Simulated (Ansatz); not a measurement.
# H10N3: the cost of one run

Method: the levels named in each step, in Ansatz 0.2.0.

## (1) The starting structure

Bond lengths: N1–H4 1.015 Å, N1–H5 1.015 Å, N1–H6 1.015 Å, N2–H7 1.015 Å, N2–H8 1.015 Å, N2–H9 1.015 Å, N3–H10 1.017 Å, N3–H11 1.102 Å, N3–H12 1.018 Å, N3–H13 1.101 Å. Angles: H4–N1–H5 107.2°, H4–N1–H6 107.3°, H5–N1–H6 107.2°, H7–N2–H8 107.2°, H7–N2–H9 107.3°, H8–N2–H9 107.2°, H10–N3–H11 109.2°, H10–N3–H12 108.7°, H10–N3–H13 109.6°, H11–N3–H12 109.5°, H11–N3–H13 110.7°, H12–N3–H13 109.2°.

Structure file:

```xyz
13

N    -0.4297    0.8300   -2.0403
N    -0.5323   -0.9851    1.9449
N     0.9797    0.1581    0.0966
H    -1.1202    1.5423   -1.8259
H     0.1713    1.2045   -2.7676
H    -0.9256    0.0397   -2.4394
H    -0.9121   -1.8701    1.6242
H     0.0044   -1.1762    2.7851
H    -1.3164   -0.4013    2.2170
H     1.7148   -0.4928   -0.1694
H     0.3415   -0.3102    0.8632
H     1.4102    0.9968    0.4794
H     0.3866    0.4276   -0.7910
```

## (2) A rough first relaxation, PBE-D4/def2-SVP

This run stands in another session on the same molecule. It ended at:

```xyz
13

N    -0.4364    0.8757   -2.1441
N    -0.5441   -1.0339    2.0468
N     1.0018    0.1616    0.0994
H    -1.1483    1.6004   -1.9662
H     0.1609    1.2589   -2.8927
H    -0.9465    0.0912   -2.5776
H    -0.9471   -1.9383    1.7582
H    -0.0122   -1.2350    2.9073
H    -1.3462   -0.4609    2.3502
H     1.7552   -0.4865   -0.1765
H     0.3717   -0.3190    0.8783
H     1.4484    1.0033    0.4943
H     0.4149    0.4459   -0.8003
```

## (3) Relaxation, PBE0-D4/def2-TZVPP

The input, input.yaml:

```yaml
crystal:
  periodic: [false, false, false]
  atoms:
    - { symbol: "N", position_ang: [-0.43641051, 0.87570426, -2.14414565] }
    - { symbol: "N", position_ang: [-0.54414448, -1.0338506, 2.04675927] }
    - { symbol: "N", position_ang: [1.00182826, 0.16159947, 0.09935205] }
    - { symbol: H, position_ang: [-1.1483267, 1.60039057, -1.96621981] }
    - { symbol: H, position_ang: [0.16089485, 1.25890417, -2.89270997] }
    - { symbol: H, position_ang: [-0.94650981, 0.09117529, -2.5776411] }
    - { symbol: H, position_ang: [-0.94712131, -1.93827484, 1.75817894] }
    - { symbol: H, position_ang: [-0.01221136, -1.23504842, 2.90730028] }
    - { symbol: H, position_ang: [-1.34620169, -0.46091609, 2.35016545] }
    - { symbol: H, position_ang: [1.75524291, -0.48651526, -0.17654755] }
    - { symbol: H, position_ang: [0.37174905, -0.31899784, 0.87829653] }
    - { symbol: H, position_ang: [1.44837702, 1.00327731, 0.49429439] }
    - { symbol: H, position_ang: [0.41491378, 0.44588199, -0.80031284] }
total_charge: 1
basis:
  gaussian: { orbitals: def2-TZVPP }
hamiltonian:
  xc: pbe0
  dispersion: d4
relax:
  f_tol: 0.004
  max_steps: 150
```

Started as:

```console
$ ansatz run input.yaml --threads 4 --pin off --max-ram 10240MiB --backend cpu --events-out ev --progress --plain --runs-dir out
```

What time and memory should one allow on 4 threads of AMD EPYC (Zen 3), shared host?

About 51 s, with a peak of 0.47 GiB.
